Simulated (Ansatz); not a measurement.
A (111) slab of Ir (Fm-3m (No. 225)), 5 planes, outer planes Ir (top) and Ir (bottom), with 5 atoms (Ir5) in a surface cell of A = 6.487 Å², as cut from the bulk:

```xyz
5
Lattice="2.7370 0.0000 0.0000 -1.3685 2.3703 0.0000 0.0000 0.0000 23.9389" Properties=species:S:1:pos:R:3 pbc="T T T"
Ir    1.3685    0.7901    7.5000
Ir    0.0000    1.5802    9.7347
Ir    0.0000    0.0000   11.9694
Ir    1.3685    0.7901   14.2042
Ir    0.0000    1.5802   16.4389
```

Theory: Ansatz 0.2.0, DFT PBE, scalar-relativistic, plane waves, PAW. Plane waves to 420 eV, a k mesh through Γ of 15×15×1 on the computed 5-atom cell and Gaussian smearing (0.10 eV); no spin polarisation.

Against the same 5 atoms in the bulk, the slab as cut lies 1.899 eV higher and the relaxed slab 1.872 eV higher.

(1) Work out the surface energy before and after relaxation.

(2) A cut through this plane breaks about 3 nearest-neighbour bonds a surface cell. What does each broken bond cost, before relaxation?

(3) What is the ideal work of this cut, per area?

## Answers

(1) The slab has two faces, so γ = (E_slab − N·E_bulk)/(2A), the mean of both. As cut: 1.899/(2 × 6.487) = 0.1464 eV/Å², and 1 eV/Å² = 16.02 J/m², so γ = 2.34 J/m². Relaxed: 1.872/(2 × 6.487) = 0.1443 eV/Å² = 2.31 J/m². Relaxation recovers 1.4 % of the cost of cutting.

(2) One cut makes two faces and costs 2γA = 1.899 eV, shared by 3 bonds: 0.63 eV a bond. In a metal this is less than the cohesive energy a bond, since the bonds that remain at the surface strengthen.

(3) Griffith's ideal work is 2γ: 4.69 J/m² if the new faces stay rigid, 4.62 J/m² if they relax. One thickness was run, 5 planes, so γ can still shift with it.